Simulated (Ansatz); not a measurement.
NH$_{3}$⁺, doublet along the distance N1-H2

Starting geometry (PBE0/def2-TZVP stationary point for this spin, not checked as a minimum):

```yaml
atoms:
  - { symbol: N, position_ang: [0.0000, 0.0000, 0.0000] }
  - { symbol: H, position_ang: [1.0240, 0.0138, -0.0001] }
  - { symbol: H, position_ang: [-0.5239, 0.8799, -0.0028] }
  - { symbol: H, position_ang: [-0.5001, -0.8937, 0.0028] }
```

From there H2 moves along the line of the two atoms named below, all else staying in place; atoms are numbered as listed. Energies are in kJ/mol, counted from the starting geometry at the same level. Kohn–Sham curves are unrestricted where that lies lower.

Basis 6-31G; Ansatz 0.2.0. Correlated methods freeze the noble-gas cores.

Unrestricted Kohn–Sham rows aren't spin-pure: their determinants' ⟨S²⟩ exceeds S(S+1) by up to 0.88, so they mix in states of higher spin.

In so small a basis the reference is far from its limit while semilocal and hybrid functionals are nearer theirs (RPA and double hybrids share much of the reference's basis error), so the functionals' errors here hold much of the reference's basis and frozen-core error, which can add to them or hide them.

Full CI is exact within this basis and frozen core; it isn't the basis-set limit.

```csv
distance N1-H2 (Å),full CI,PBE,r2SCAN,B97M-V,PBE0,B3LYP,BHLYP,wB97M-V,B2PLYP,RPA-PBE
0.818,149.3,152.5,144.6,138.7,144.7,146.2,137.7,144.8,144.5,154.4
0.912,36.5,38.6,34.4,31.6,34.3,35.4,30.6,34.6,34.2,39.1
1.024,0.0,0.0,0.0,0.0,0.0,0.0,0.0,0.0,0.0,0.0
1.120,13.6,11.7,15.0,16.6,15.4,14.2,18.2,14.9,15.3,11.6
1.221,49.8,46.4,52.7,55.2,53.9,51.2,59.2,52.7,53.4,46.0
1.396,132.4,127.8,138.5,141.4,141.3,136.2,150.4,139.0,139.8,125.7
1.615,236.9,232.8,247.5,250.0,252.8,244.9,265.2,249.7,250.4,226.2
1.898,350.3,346.3,360.6,365.7,371.5,361.1,384.8,370.9,372.7,332.7
2.227,445.0,429.9,442.3,449.0,456.4,447.0,471.7,463.0,463.8,411.4
2.744,520.2,487.6,505.1,506.5,519.9,511.3,540.1,535.0,533.1,452.9
3.526,544.1,511.2,533.5,528.7,551.8,542.8,577.8,580.6,571.1,443.4
```

Q: Judged by the spread of the error over the points with a reference (largest less smallest), which of these follows full CI best and which worst?

A: Subtracting the full CI column from each: best B3LYP (errors from -8.9 to 10.8, spread 19.7 kJ/mol), worst RPA-PBE (from -100.6 to 5.0, spread 105.7 kJ/mol). Functionals and wave-function methods converge differently with the basis, so part of this is basis effect.

B2PLYP at 3.526 Å lies 27.0 kJ/mol (5 %) above the reference in this basis. PBE at 3.526 Å lies 32.9 kJ/mol (6 %) below the reference in this basis. B97M-V at 3.526 Å lies 15.4 kJ/mol (3 %) below the reference in this basis. BHLYP at 3.526 Å lies 33.7 kJ/mol (6 %) above the reference in this basis.
